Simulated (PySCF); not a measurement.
# A diatomic session: SF

What are the lowest state that PBE0 finds, the bond length, vibrational wavenumber and bond energy of SF, and how much do these hang on the method?

Program: PySCF 2.14.0. Level of theory: S def2-TZVPPD, F def2-TZVPPD, no relativity. These are calculated values, not measurements.

## 1. The job

A driver script around PySCF takes these settings:

```
atoms                         : S, F
charge                        : 0
basis                         : S def2-TZVPPD, F def2-TZVPPD
Hamiltonian                   : no relativity
basis functions               : 91
electrons treated             : 25
masses in u                   : 31.9721, 18.9984
levels                        : PBE0, PBE, r²SCAN, MN15, B3LYP, BHandHLYP, M06, M06-2X, HSE06, HF, MP2, SCS-MP2, CCSD, CCSD(T)
grid                          : 80 radial by 434 angular points
occupations                   : held fixed by the projection of orbital angular momentum
dissociation limit            : S + F, each in its ground configuration
starting distance in angstrom : 1.600
values of 2S to try           : 1, 3
```

Started as:

```bash
$ OMP_NUM_THREADS=2 python dia.py task.json out
```

Further steps of the session: The PBE0 curve of the state that the search chose; Other states along the same grid; PBE (GGA); r²SCAN; MN15; B3LYP (global hybrid GGA); BHandHLYP (global hybrid GGA); M06; M06-2X (hybrid meta-GGA); HSE06 (range-separated hybrid); UHF (mean field); Adding correlation.

Before running it: what results should come out? Wanted: for each run, Re; ωe; De; μ.

**Answer**, as computed:

Lowest PBE0 solution found, without spin–orbit coupling: ²Π (doublet), unpaired electrons π ↑. State 2 has its PBE0 minimum 1.94 eV higher. The other levels ran on the lowest alone.

```csv
level,Re (Å),ωe (cm⁻¹),De (eV),μ (D)
UHF,1.567,926,1.54,-0.92
UHF-MP2,1.603,846,3.67,n/a
UHF-SCS-MP2,1.605,836,3.54,n/a
UHF-CCSD,1.598,857,3.25,n/a
UHF-CCSD(T),1.607,833,3.43,n/a
PBE,1.623,803,4.11,-0.65
r²SCAN,1.606,836,3.75,-0.63
B3LYP,1.610,825,3.70,-0.80
PBE0,1.595,862,3.67,-0.70
M06,1.592,858,3.71,-0.76
HSE06,1.597,856,3.65,-0.72
MN15,1.583,883,3.88,-0.71
BHandHLYP,1.583,884,3.19,-0.85
M06-2X,1.592,882,3.72,-0.82
```

De is counted to S + F in their ground configurations. A positive dipole means S(−)F(+).

Differences from CCSD(T) in the same basis:

| level | Re (mÅ) | ωe (%) |
| --- | --- | --- |
| UHF | -39 | +11.2 |
| UHF-MP2 | -4 | +1.6 |
| UHF-SCS-MP2 | -2 | +0.4 |
| UHF-CCSD | -9 | +2.9 |
| PBE | +16 | -3.5 |
| r²SCAN | -1 | +0.4 |
| B3LYP | +3 | -0.9 |
| PBE0 | -12 | +3.5 |
| M06 | -15 | +3.0 |
| HSE06 | -10 | +2.8 |
| MN15 | -24 | +6.1 |
| BHandHLYP | -24 | +6.1 |
| M06-2X | -15 | +5.9 |

What this shows: Against CCSD(T) in the same basis, the bond length is nearest at r²SCAN (-1 mÅ) and farthest at UHF (-39 mÅ); the wavenumber is nearest at UHF-SCS-MP2 and r²SCAN (+0.4 %) and farthest at UHF (+11.2 %). Hartree–Fock makes the bond too short and too stiff against this reference, as it mostly does. PBE gives a bond that is too long and too soft, as GGAs tend to. Of the levels with a De here, UHF gives the least (1.54 eV) and PBE the most (4.11 eV).

Correlated steps freeze 6 core orbitals. At UHF the stretched side of the curve climbs above De, by a hump or because the determinant held fixed goes to a higher limit.
